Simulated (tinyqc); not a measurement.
MP2 on RHF in the sto-3g basis, frozen core, for BH3, spin multiplicity 1, step by step (part 1 of 2). Computed by tinyqc, a small Python program that keeps every step (integrals from PySCF). Settings: charge = 0, multiplicity = 1, basis = sto-3g, method = RHF, frozen orbitals = 1, energy threshold = 1e-10, iteration cap = 90, orthogonalisation = symmetric, start = atomic densities, DIIS depth = 6. Command: `OMP_NUM_THREADS=1 python tinyqc.py 31053 31054 out.jsonl` (the two numbers bound the seeds that draw the settings). One thread of a shared host (Intel(R) Xeon(R) Processor @ 2.60GHz), about 0.1 s of CPU time with the checks. The early iterations of the SCF are left out here.

## One-electron integrals

Geometry (angstrom):
```
atom,x,y,z
B,0.000000,0.000000,0.020000
H,1.146000,0.000000,0.000000
H,-0.573000,0.993000,0.000000
H,-0.573000,-0.993000,0.000000
```

Basis sto-3g: exponents (1/bohr^2) and contraction coefficients of normalised primitives:
```
element,l (shell),exponent,coefficient
B,s (1),48.791113,0.154329
B,s (1),8.887362,0.535328
B,s (1),2.405267,0.444635
B,s (2),2.236956,-0.099967
B,s (2),0.519821,0.399513
B,s (2),0.169062,0.700115
B,p (3),2.236956,0.155916
B,p (3),0.519821,0.607684
B,p (3),0.169062,0.391957
H,s (1),3.425251,0.154329
H,s (1),0.623914,0.535328
H,s (1),0.168855,0.444635
```

Overlap, kinetic and nuclear-attraction integrals over the contracted functions; the nuclear repulsion is the sum of Za Zb / Rab.

nuclear repulsion = 7.72306043 hartree

overlap S, lower triangle:
```
,1B 1s,1B 2s,1B 2px,1B 2py,1B 2pz,2H 1s,3H 1s,4H 1s
1B 1s,1.000000
1B 2s,0.269328,1.000000
1B 2px,0.000000,0.000000,1.000000
1B 2py,0.000000,0.000000,0.000000,1.000000
1B 2pz,0.000000,0.000000,0.000000,0.000000,1.000000
2H 1s,0.073502,0.498706,0.502489,0.000000,-0.008769,1.000000
3H 1s,0.073424,0.498462,-0.251069,0.435099,-0.008763,0.122142,1.000000
4H 1s,0.073424,0.498462,-0.251069,-0.435099,-0.008763,0.122142,0.121982,1.000000
```

kinetic energy T (hartree), lower triangle:
```
,1B 1s,1B 2s,1B 2px,1B 2py,1B 2pz,2H 1s,3H 1s,4H 1s
1B 1s,10.826302
1B 2s,-0.047967,0.359168
1B 2px,0.000000,0.000000,1.123881
1B 2py,0.000000,0.000000,0.000000,1.123881
1B 2pz,0.000000,0.000000,0.000000,0.000000,1.123881
2H 1s,-0.013449,0.099748,0.252574,0.000000,-0.004408,0.760032
3H 1s,-0.013462,0.099624,-0.126113,0.218552,-0.004402,-0.009926,0.760032
4H 1s,-0.013462,0.099624,-0.126113,-0.218552,-0.004402,-0.009926,-0.009936,0.760032
```

nuclear attraction V (hartree), lower triangle:
```
,1B 1s,1B 2s,1B 2px,1B 2py,1B 2pz,2H 1s,3H 1s,4H 1s
1B 1s,-24.532085
1B 2s,-3.512299,-5.098365
1B 2px,-0.000024,-0.000157,-5.132983
1B 2py,0.000000,0.000000,0.000000,-5.133002
1B 2pz,0.001048,0.008888,0.000003,0.000000,-4.939213
2H 1s,-0.967548,-2.259392,-2.152004,0.000000,0.039520,-4.028101
3H 1s,-0.966495,-2.257918,1.075001,-1.863038,0.039485,-0.538254,-4.027151
4H 1s,-0.966495,-2.257918,1.075001,1.863038,0.039485,-0.538254,-0.537533,-4.027151
```

core Hamiltonian H = T + V (hartree), lower triangle:
```
,1B 1s,1B 2s,1B 2px,1B 2py,1B 2pz,2H 1s,3H 1s,4H 1s
1B 1s,-13.705783
1B 2s,-3.560267,-4.739197
1B 2px,-0.000024,-0.000157,-4.009103
1B 2py,0.000000,0.000000,0.000000,-4.009121
1B 2pz,0.001048,0.008888,0.000003,0.000000,-3.815332
2H 1s,-0.980998,-2.159644,-1.899430,0.000000,0.035112,-3.268069
3H 1s,-0.979957,-2.158294,0.948888,-1.644486,0.035084,-0.548179,-3.267119
4H 1s,-0.979957,-2.158294,0.948888,1.644486,0.035084,-0.548179,-0.547469,-3.267119
```

## Two-electron integrals

Functions are numbered as in S; the eight-fold symmetry (ij|kl) = (ji|kl) = (kl|ij) leaves the list below.

Two-electron integrals (ij|kl) in chemists' order, unique and non-zero (hartree):
```
i,j,k,l,(ij|kl)
1,1,1,1,2.923513
2,1,1,1,0.518376
2,1,2,1,0.109262
2,2,1,1,0.744229
2,2,2,1,0.193177
2,2,2,2,0.544804
3,1,3,1,0.020264
3,2,3,1,0.029996
3,2,3,2,0.120346
3,3,1,1,0.742491
3,3,2,1,0.193240
3,3,2,2,0.544682
3,3,3,3,0.586773
4,1,4,1,0.020264
4,2,4,1,0.029996
4,2,4,2,0.120346
4,3,4,3,0.031630
4,4,1,1,0.742491
4,4,2,1,0.193240
4,4,2,2,0.544682
4,4,3,3,0.523513
4,4,4,4,0.586773
5,1,5,1,0.020264
5,2,5,1,0.029996
5,2,5,2,0.120346
5,3,5,3,0.031630
5,4,5,4,0.031630
5,5,1,1,0.742491
5,5,2,1,0.193240
5,5,2,2,0.544682
5,5,3,3,0.523513
5,5,4,4,0.523513
5,5,5,5,0.586773
6,1,1,1,0.141514
6,1,2,1,0.029698
6,1,2,2,0.052579
6,1,3,1,0.002194
6,1,3,2,0.003991
6,1,3,3,0.053129
6,1,4,4,0.052319
6,1,5,1,-0.000038
6,1,5,2,-0.000070
6,1,5,3,-0.000014
6,1,5,5,0.052319
6,1,6,1,0.008336
6,2,1,1,0.304748
6,2,2,1,0.080125
6,2,2,2,0.244330
6,2,3,1,0.008840
6,2,3,2,0.051120
6,2,3,3,0.257326
6,2,4,4,0.237721
6,2,5,1,-0.000154
6,2,5,2,-0.000892
6,2,5,3,-0.000342
6,2,5,5,0.237726
6,2,6,1,0.023190
6,2,6,2,0.144223
6,3,1,1,0.271977
6,3,2,1,0.072525
6,3,2,2,0.233424
6,3,3,1,0.015510
6,3,3,2,0.083555
6,3,3,3,0.258123
6,3,4,4,0.220953
6,3,5,1,-0.000122
6,3,5,2,-0.000788
6,3,5,3,-0.000476
6,3,5,5,0.220958
6,3,6,1,0.022155
6,3,6,2,0.161896
6,3,6,3,0.195137
6,4,4,1,0.008507
6,4,4,2,0.038422
6,4,4,3,0.009876
6,4,5,4,-0.000172
6,4,6,4,0.017107
6,5,1,1,-0.004747
6,5,2,1,-0.001266
6,5,2,2,-0.004074
6,5,3,1,-0.000122
6,5,3,2,-0.000788
6,5,3,3,-0.004160
6,5,4,4,-0.003856
6,5,5,1,0.008509
6,5,5,2,0.038435
6,5,5,3,0.009881
6,5,5,5,-0.004201
6,5,6,1,-0.000387
6,5,6,2,-0.002825
6,5,6,3,-0.003107
6,5,6,5,0.017162
6,6,1,1,0.452877
6,6,2,1,0.121345
6,6,2,2,0.415254
6,6,3,1,0.017470
6,6,3,2,0.129870
6,6,3,3,0.464683
6,6,4,4,0.390325
6,6,5,1,-0.000305
6,6,5,2,-0.002266
6,6,5,3,-0.001298
6,6,5,5,0.390348
6,6,6,1,0.035990
6,6,6,2,0.302673
6,6,6,3,0.371278
6,6,6,5,-0.006480
6,6,6,6,0.774606
7,1,1,1,0.141362
7,1,2,1,0.029666
7,1,2,2,0.052523
7,1,3,1,-0.001095
7,1,3,2,-0.001993
7,1,3,3,0.052466
7,1,4,1,0.001898
7,1,4,2,0.003453
7,1,4,3,-0.000350
7,1,4,4,0.052870
7,1,5,1,-0.000038
7,1,5,2,-0.000070
7,1,5,3,0.000007
7,1,5,4,-0.000012
7,1,5,5,0.052264
7,1,6,1,0.007939
7,1,6,2,0.021174
7,1,6,3,0.018656
7,1,6,4,0.000915
7,1,6,5,-0.000353
7,1,6,6,0.031775
7,1,7,1,0.008318
7,2,1,1,0.304543
7,2,2,1,0.080072
7,2,2,2,0.244183
7,2,3,1,-0.004415
7,2,3,2,-0.025538
7,2,3,3,0.242472
7,2,4,1,0.007651
7,2,4,2,0.044257
7,2,4,3,-0.008484
7,2,4,4,0.252279
7,2,5,1,-0.000154
7,2,5,2,-0.000891
7,2,5,3,0.000171
7,2,5,4,-0.000296
7,2,5,5,0.237582
7,2,6,1,0.021182
7,2,6,2,0.099530
7,2,6,3,0.088251
7,2,6,4,0.011956
7,2,6,5,-0.001901
7,2,6,6,0.162641
7,2,7,1,0.023150
7,2,7,2,0.144072
7,3,1,1,-0.135866
7,3,2,1,-0.036230
7,3,2,2,-0.116615
7,3,3,1,0.010248
7,3,3,2,0.049663
7,3,3,3,-0.122425
7,3,4,1,-0.003030
7,3,4,2,-0.019531
7,3,4,3,0.012317
7,3,4,4,-0.116914
7,3,5,1,0.000061
7,3,5,2,0.000393
7,3,5,3,-0.000248
7,3,5,4,0.000132
7,3,5,5,-0.110387
7,3,6,1,-0.008537
7,3,6,2,-0.033764
7,3,6,3,-0.020348
7,3,6,4,-0.002934
7,3,6,5,0.000633
7,3,6,6,-0.045626
7,3,7,1,-0.011056
7,3,7,2,-0.080844
7,3,7,3,0.061524
7,4,1,1,0.235454
7,4,2,1,0.062787
7,4,2,2,0.202093
7,4,3,1,-0.003030
7,4,3,2,-0.019531
7,4,3,3,0.195063
7,4,4,1,0.013751
7,4,4,2,0.072241
7,4,4,3,-0.011463
7,4,4,4,0.219708
7,4,5,1,-0.000106
7,4,5,2,-0.000682
7,4,5,3,0.000132
7,4,5,4,-0.000400
7,4,5,5,0.191299
7,4,6,1,0.016626
7,4,6,2,0.082428
7,4,6,3,0.072669
7,4,6,4,0.019896
7,4,6,5,-0.001541
7,4,6,6,0.134582
7,4,7,1,0.019160
7,4,7,2,0.140101
7,4,7,3,-0.077013
7,4,7,4,0.150547
7,5,1,1,-0.004742
7,5,2,1,-0.001265
7,5,2,2,-0.004070
7,5,3,1,0.000061
7,5,3,2,0.000393
7,5,3,3,-0.003929
7,5,4,1,-0.000106
7,5,4,2,-0.000682
7,5,4,3,0.000132
7,5,4,4,-0.004081
7,5,5,1,0.008502
7,5,5,2,0.038407
7,5,5,3,-0.004936
7,5,5,4,0.008554
7,5,5,5,-0.004197
7,5,6,1,-0.000353
7,5,6,2,-0.001901
7,5,6,3,-0.001651
7,5,6,4,-0.000222
7,5,6,5,0.010905
7,5,6,6,-0.003270
7,5,7,1,-0.000386
7,5,7,2,-0.002822
7,5,7,3,0.001551
7,5,7,4,-0.002688
7,5,7,5,0.017139
7,6,1,1,0.072696
7,6,2,1,0.019099
7,6,2,2,0.058737
7,6,3,1,0.000891
7,6,3,2,0.005171
7,6,3,3,0.059324
7,6,4,1,0.001543
7,6,4,2,0.008959
7,6,4,3,0.000379
7,6,4,4,0.059763
7,6,5,1,-0.000062
7,6,5,2,-0.000361
7,6,5,3,-0.000051
7,6,5,4,-0.000088
7,6,5,5,0.057073
7,6,6,1,0.005335
7,6,6,2,0.030050
7,6,6,3,0.031151
7,6,6,4,0.003238
7,6,6,5,-0.000641
7,6,6,6,0.057440
7,6,7,1,0.005330
7,6,7,2,0.030037
7,6,7,3,-0.012763
7,6,7,4,0.028591
7,6,7,5,-0.000641
7,6,7,6,0.007711
7,7,1,1,0.452710
7,7,2,1,0.121301
7,7,2,2,0.415145
7,7,3,1,-0.008726
7,7,3,2,-0.064890
7,7,3,3,0.408792
7,7,4,1,0.015122
7,7,4,2,0.112454
7,7,4,3,-0.032181
7,7,4,4,0.445992
7,7,5,1,-0.000305
7,7,5,2,-0.002265
7,7,5,3,0.000648
7,7,5,4,-0.001123
7,7,5,5,0.390245
7,7,6,1,0.031798
7,7,6,2,0.162699
7,7,6,3,0.139392
7,7,6,4,0.027759
7,7,6,5,-0.003271
7,7,6,6,0.265610
7,7,7,1,0.035938
7,7,7,2,0.302494
7,7,7,3,-0.185481
7,7,7,4,0.321435
7,7,7,5,-0.006474
7,7,7,6,0.057440
7,7,7,7,0.774606
8,1,1,1,0.141362
8,1,2,1,0.029666
8,1,2,2,0.052523
8,1,3,1,-0.001095
8,1,3,2,-0.001993
8,1,3,3,0.052466
8,1,4,1,-0.001898
8,1,4,2,-0.003453
8,1,4,3,0.000350
8,1,4,4,0.052870
8,1,5,1,-0.000038
8,1,5,2,-0.000070
8,1,5,3,0.000007
8,1,5,4,0.000012
8,1,5,5,0.052264
8,1,6,1,0.007939
8,1,6,2,0.021174
8,1,6,3,0.018656
8,1,6,4,-0.000915
8,1,6,5,-0.000353
8,1,6,6,0.031775
8,1,7,1,0.007930
8,1,7,2,0.021159
8,1,7,3,-0.010111
8,1,7,4,0.015694
8,1,7,5,-0.000353
8,1,7,6,0.004957
8,1,7,7,0.031763
8,1,8,1,0.008318
8,2,1,1,0.304543
8,2,2,1,0.080072
8,2,2,2,0.244183
8,2,3,1,-0.004415
8,2,3,2,-0.025538
8,2,3,3,0.242472
8,2,4,1,-0.007651
8,2,4,2,-0.044257
8,2,4,3,0.008484
8,2,4,4,0.252279
8,2,5,1,-0.000154
8,2,5,2,-0.000891
8,2,5,3,0.000171
8,2,5,4,0.000296
8,2,5,5,0.237582
8,2,6,1,0.021182
8,2,6,2,0.099530
8,2,6,3,0.088251
8,2,6,4,-0.011956
8,2,6,5,-0.001901
8,2,6,6,0.162641
8,2,7,1,0.021159
8,2,7,2,0.099459
8,2,7,3,-0.054424
8,2,7,4,0.070426
8,2,7,5,-0.001900
8,2,7,6,0.022532
8,2,7,7,0.162578
8,2,8,1,0.023150
8,2,8,2,0.144072
8,3,1,1,-0.135866
8,3,2,1,-0.036230
8,3,2,2,-0.116615
8,3,3,1,0.010248
8,3,3,2,0.049663
8,3,3,3,-0.122425
8,3,4,1,0.003030
8,3,4,2,0.019531
8,3,4,3,-0.012317
8,3,4,4,-0.116914
8,3,5,1,0.000061
8,3,5,2,0.000393
8,3,5,3,-0.000248
8,3,5,4,-0.000132
8,3,5,5,-0.110387
8,3,6,1,-0.008537
8,3,6,2,-0.033764
8,3,6,3,-0.020348
8,3,6,4,0.002934
8,3,6,5,0.000633
8,3,6,6,-0.045626
8,3,7,1,-0.010111
8,3,7,2,-0.054424
8,3,7,3,0.039970
8,3,7,4,-0.037768
8,3,7,5,0.001016
8,3,7,6,-0.009546
8,3,7,7,-0.093633
8,3,8,1,-0.011056
8,3,8,2,-0.080844
8,3,8,3,0.061524
8,4,1,1,-0.235454
8,4,2,1,-0.062787
8,4,2,2,-0.202093
8,4,3,1,0.003030
8,4,3,2,0.019531
8,4,3,3,-0.195063
8,4,4,1,0.013751
8,4,4,2,0.072241
8,4,4,3,-0.011463
8,4,4,4,-0.219708
8,4,5,1,0.000106
8,4,5,2,0.000682
8,4,5,3,-0.000132
8,4,5,4,-0.000400
8,4,5,5,-0.191299
8,4,6,1,-0.016626
8,4,6,2,-0.082428
8,4,6,3,-0.072669
8,4,6,4,0.019896
8,4,6,5,0.001541
8,4,6,6,-0.134582
8,4,7,1,-0.015694
8,4,7,2,-0.070426
8,4,7,3,0.037768
8,4,7,4,-0.040492
8,4,7,5,0.001318
8,4,7,6,-0.016545
8,4,7,7,-0.106805
8,4,8,1,-0.019160
8,4,8,2,-0.140101
8,4,8,3,0.077013
8,4,8,4,0.150547
8,5,1,1,-0.004742
8,5,2,1,-0.001265
8,5,2,2,-0.004070
8,5,3,1,0.000061
8,5,3,2,0.000393
8,5,3,3,-0.003929
8,5,4,1,0.000106
8,5,4,2,0.000682
8,5,4,3,-0.000132
8,5,4,4,-0.004081
8,5,5,1,0.008502
8,5,5,2,0.038407
8,5,5,3,-0.004936
8,5,5,4,-0.008554
8,5,5,5,-0.004197
8,5,6,1,-0.000353
8,5,6,2,-0.001901
8,5,6,3,-0.001651
8,5,6,4,0.000222
8,5,6,5,0.010905
8,5,6,6,-0.003270
8,5,7,1,-0.000353
8,5,7,2,-0.001900
8,5,7,3,0.001016
8,5,7,4,-0.001318
8,5,7,5,0.010895
8,5,7,6,-0.000468
8,5,7,7,-0.003268
8,5,8,1,-0.000386
8,5,8,2,-0.002822
8,5,8,3,0.001551
8,5,8,4,0.002688
8,5,8,5,0.017139
8,6,1,1,0.072696
8,6,2,1,0.019099
8,6,2,2,0.058737
8,6,3,1,0.000891
8,6,3,2,0.005171
8,6,3,3,0.059324
8,6,4,1,-0.001543
8,6,4,2,-0.008959
8,6,4,3,-0.000379
8,6,4,4,0.059763
8,6,5,1,-0.000062
8,6,5,2,-0.000361
8,6,5,3,-0.000051
8,6,5,4,0.000088
8,6,5,5,0.057073
8,6,6,1,0.005335
8,6,6,2,0.030050
8,6,6,3,0.031151
8,6,6,4,-0.003238
8,6,6,5,-0.000641
8,6,6,6,0.057440
8,6,7,1,0.004957
8,6,7,2,0.022532
8,6,7,3,-0.009546
8,6,7,4,0.016545
8,6,7,5,-0.000468
8,6,7,6,0.006112
8,6,7,7,0.036011
8,6,8,1,0.005330
8,6,8,2,0.030037
8,6,8,3,-0.012763
8,6,8,4,-0.028591
8,6,8,5,-0.000641
8,6,8,6,0.007711
8,7,1,1,0.072602
8,7,2,1,0.019074
8,7,2,2,0.058660
8,7,3,1,-0.001778
8,7,3,2,-0.010326
8,7,3,3,0.059901
8,7,4,4,0.059030
8,7,5,1,-0.000062
8,7,5,2,-0.000360
8,7,5,3,0.000101
8,7,5,5,0.056999
8,7,6,1,0.004956
8,7,6,2,0.022518
8,7,6,3,0.019086
8,7,6,5,-0.000468
8,7,6,6,0.035975
8,7,7,1,0.005323
8,7,7,2,0.029994
8,7,7,3,-0.018339
8,7,7,4,0.025319
8,7,7,5,-0.000640
8,7,7,6,0.006105
8,7,7,7,0.057353
8,7,8,1,0.005323
8,7,8,2,0.029994
8,7,8,3,-0.018339
8,7,8,4,-0.025319
8,7,8,5,-0.000640
8,7,8,6,0.006105
8,7,8,7,0.007690
8,8,1,1,0.452710
8,8,2,1,0.121301
8,8,2,2,0.415145
8,8,3,1,-0.008726
8,8,3,2,-0.064890
8,8,3,3,0.408792
8,8,4,1,-0.015122
8,8,4,2,-0.112454
8,8,4,3,0.032181
8,8,4,4,0.445992
8,8,5,1,-0.000305
8,8,5,2,-0.002265
8,8,5,3,0.000648
8,8,5,4,0.001123
8,8,5,5,0.390245
8,8,6,1,0.031798
8,8,6,2,0.162699
8,8,6,3,0.139392
8,8,6,4,-0.027759
8,8,6,5,-0.003271
8,8,6,6,0.265610
8,8,7,1,0.031763
8,8,7,2,0.162578
8,8,7,3,-0.093633
8,8,7,4,0.106805
8,8,7,5,-0.003268
8,8,7,6,0.036011
8,8,7,7,0.265506
8,8,8,1,0.035938
8,8,8,2,0.302494
8,8,8,3,-0.185481
8,8,8,4,-0.321435
8,8,8,5,-0.006474
8,8,8,6,0.057440
8,8,8,7,0.057353
8,8,8,8,0.774606
```

## Orthogonalisation

S = U s U^T; symmetric (Loewdin) form X = U s^(-1/2) U^T, so that X^T S X = 1.

eigenvalues of S: 0.230117  0.320599  0.320671  0.949009  1.000400  1.557206  1.557347  2.064652

X, lower triangle:
```
,1B 1s,1B 2s,1B 2px,1B 2py,1B 2pz,2H 1s,3H 1s,4H 1s
1B 1s,1.033637
1B 2s,-0.184324,1.500898
1B 2px,-0.000014,0.000282,1.236071
1B 2py,0.000000,0.000000,0.000000,1.236047
1B 2pz,0.000737,-0.008107,-0.000005,0.000000,1.000139
2H 1s,0.028031,-0.381133,-0.392090,0.000000,0.006569,1.311871
3H 1s,0.028029,-0.380733,0.195809,-0.339372,0.006561,-0.019684,1.311462
4H 1s,0.028029,-0.380733,0.195809,0.339372,0.006561,-0.019684,-0.019730,1.311462
```

## Iteration 7 (converged): orbitals

converged F (hartree), lower triangle:
```
,1B 1s,1B 2s,1B 2px,1B 2py,1B 2pz,2H 1s,3H 1s,4H 1s
1B 1s,-7.408073
1B 2s,-2.176508,-1.119535
1B 2px,-0.000007,-0.000141,-0.226632
1B 2py,0.000000,0.000000,0.000000,-0.226589
1B 2pz,-0.000370,0.006213,0.000006,0.000000,0.236755
2H 1s,-0.607596,-0.602275,-0.403895,0.000000,0.005643,-0.433846
3H 1s,-0.606960,-0.601937,0.201817,-0.349744,0.005638,-0.181140,-0.433506
4H 1s,-0.606960,-0.601937,0.201817,0.349744,0.005638,-0.181140,-0.180920,-0.433506
```

Diagonalise F' = X^T F X, C = X C', fill 4 alpha and 4 beta electrons from the bottom; D = 2 C_occ C_occ^T. Each column has its largest component positive (the first on a tie).

F' = X^T F X (hartree), lower triangle:
```
,1,2,3,4,5,6,7,8
1,-7.212274
2,-1.180198,-0.106531
3,0.000017,0.000161,0.182433
4,0.000000,0.000000,0.000000,0.182474
5,0.000097,-0.004689,-0.000001,0.000000,0.236962
6,-0.093070,-0.430533,-0.516159,0.000000,0.007030,0.077427
7,-0.092836,-0.430224,0.257888,-0.446876,0.007022,-0.054933,0.077269
8,-0.092836,-0.430224,0.257888,0.446876,0.007022,-0.054933,-0.054951,0.077269
```

orbital energies (hartree): MO1 -7.413723, MO2 -0.680434, MO3 -0.475136, MO4 -0.475130, MO5 0.236728, MO6 0.743028, MO7 0.789824, MO8 0.789874

coefficients C:
```
,MO1,MO2,MO3,MO4,MO5,MO6,MO7,MO8
1B 1s,0.990820,-0.230427,0.000087,0.000000,-0.006846,-0.264324,0.000000,-0.001941
1B 2s,0.038036,0.542717,-0.000330,0.000000,0.031279,1.557178,0.000000,0.011922
1B 2px,0.000005,0.000221,0.510457,0.000000,0.000001,-0.008625,0.000000,1.223784
1B 2py,0.000000,0.000000,0.000000,0.510432,0.000000,0.000000,1.223772,0.000000
1B 2pz,-0.000137,-0.003472,-0.000002,0.000000,0.999554,-0.036787,0.000000,-0.000276
2H 1s,-0.006603,0.280457,0.512040,0.000000,-0.009658,-0.771554,0.000000,-1.041793
3H 1s,-0.006600,0.280149,-0.256227,0.443531,-0.009666,-0.782561,-0.896933,0.511984
4H 1s,-0.006600,0.280149,-0.256227,-0.443531,-0.009666,-0.782561,0.896933,0.511984
```

D after iteration 7, lower triangle:
```
,1B 1s,1B 2s,1B 2px,1B 2py,1B 2pz,2H 1s,3H 1s,4H 1s
1B 1s,2.069641
1B 2s,-0.174740,0.591977
1B 2px,-0.000003,-0.000096,0.521132
1B 2py,0.000000,0.000000,0.000000,0.521082
1B 2pz,0.001329,-0.003779,-0.000003,0.000000,0.000024
2H 1s,-0.142246,0.303577,0.522873,0.000000,-0.001947,0.681770
3H 1s,-0.142231,0.303750,-0.261461,0.452785,-0.001943,-0.105170,0.681797
4H 1s,-0.142231,0.303750,-0.261461,-0.452785,-0.001943,-0.105170,-0.105081,0.681797
```

Within a degenerate level the vectors are fixed only up to a rotation; this is one choice.

## Convergence

Stop when the energy changes by less than 1e-10 hartree and every element of the error matrix X^T (F D S - S D F) X is below 3e-06.

Course of the cycle:
```
iteration,E (hartree),change,largest element of the error matrix
1,-26.02291450,-,7.11e-01
2,-26.05393212,-3.10e-02,9.98e-02
3,-26.06948470,-1.56e-02,1.75e-02
4,-26.07021435,-7.30e-04,2.09e-03
5,-26.07022290,-8.55e-06,3.61e-05
6,-26.07022290,-2.55e-09,6.10e-06
7,-26.07022290,-8.07e-11,5.26e-08
```

PySCF RHF in the same basis = -26.07022290 hartree

Converged in 7 iterations.
